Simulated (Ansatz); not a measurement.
**NO₃−: one species, many methods**

One table from this session's results is given with a row withheld; the runs are named, their logs left out.

Computed with Ansatz 0.2.0, Gaussian basis. Level: functionals in def2-TZVPPD, the program's frozen cores in correlated methods.

Levels to be run: LDA (SPW92), PBE-D4, revPBE-D4, BLYP-D4, r2SCAN-D4, B97M-V, PBE0-D4, B3LYP-D4, r2SCANh-D4, r2SCAN0-D4, HSE06-D4, BHLYP-D4, CAM-B3LYP-D4, LC-ωPBE, ωB97X-V, ωB97M-V, B2PLYP, PBE-QIDH; CCSD(T)/def2-SVPD; CCSD(T)/def2-TZVPPD; CCSD(T)/def2-QZVPPD; extrapolation to the limit; RPA on PBE.

### The relaxed structure

All runs share one geometry, relaxed beforehand with PBE0-D4 in a triple-zeta def2 set.

SMILES `O=[N+]([O-])[O-]`, 4 atoms, charge -1, spin multiplicity 1.

Atoms are counted from 1 here; the program's logs count them from 0.

Bond lengths: O1–N2 1.247 Å, N2–O3 1.247 Å, N2–O4 1.247 Å. Angles: O1–N2–O3 120.0°, O1–N2–O4 120.0°, O3–N2–O4 120.0°.

Set-up of the first run:

in.yaml reads:

```yaml
crystal:
  periodic: [false, false, false]
  atoms:
    - {symbol: O, position_ang: [0.296511, 0.524031, 1.091525]}
    - {symbol: N, position_ang: [0.000007, 0.000005, -0.000004]}
    - {symbol: O, position_ang: [0.470435, -1.113351, -0.305113]}
    - {symbol: O, position_ang: [-0.766943, 0.589326, -0.786418]}
basis:
  gaussian: {orbitals: "def2-TZVPPD.json"}
total_charge: -1
hamiltonian: {xc: lda}
output: {orbitals: {seedname: orbitals}}
```

Command:

```sh
$ ansatz run in.yaml --threads 4 --pin off --events-out ev --progress --plain --max-ram 10444MiB
```

Steps of the session up to this table: LDA; PBE-D4 (GGA); revPBE-D4 (GGA); BLYP-D4 (GGA); r2SCAN-D4 (meta-GGA); B97M-V (meta-GGA); B3LYP-D4 (hybrid); r2SCANh-D4 (hybrid); r2SCAN0-D4 (hybrid); HSE06-D4 (hybrid); BHLYP-D4 (hybrid); CAM-B3LYP-D4 (range-separated); LC-ωPBE (range-separated); ωB97X-V (range-separated); ωB97M-V (range-separated); B2PLYP (double hybrid); PBE-QIDH (double hybrid).

One of the session's tables, all rows but one given; the rest of the session is left out.

It belongs to the step «Orbital energies across the functionals». Levels, from each run's orbital file:

```
  functional  HOMO (eV)  LUMO (eV)  gap (eV)
 LDA (SPW92)       0.28       3.71      3.42
      PBE-D4       0.49       3.96      3.47
   revPBE-D4       0.56       4.05      3.48
     BLYP-D4       0.51       3.96      3.45
   r2SCAN-D4       0.15       4.20      4.04
      B97M-V      -0.03       4.20      4.23
     PBE0-D4      -1.32       4.90      6.22
    B3LYP-D4      -1.10       4.55      5.65
  r2SCANh-D4          ?          ?         ?
  r2SCAN0-D4      -1.59       5.07      6.66
    HSE06-D4      -0.91       4.54      5.44
    BHLYP-D4      -3.19       5.36      8.55
CAM-B3LYP-D4      -2.92       5.46      8.39
     LC-ωPBE      -4.20       6.11     10.31
     ωB97X-V      -3.88       6.15     10.04
     ωB97M-V      -3.87       5.49      9.35
```

Estimate the missing values for r2SCANh-D4.

Worked estimate for «HOMO (eV)». Against the share of exact exchange, r2SCAN-D4 (0, 0.15), r2SCAN0-D4 (0.25, -1.59) give a slope of -6.96 per unit share; at 0.1 the line stands at -0.55.

**Answer.** HOMO (eV): -0.54; LUMO (eV): 4.55; gap (eV): 5.09. In «HOMO (eV)» the line misses by -0.01.
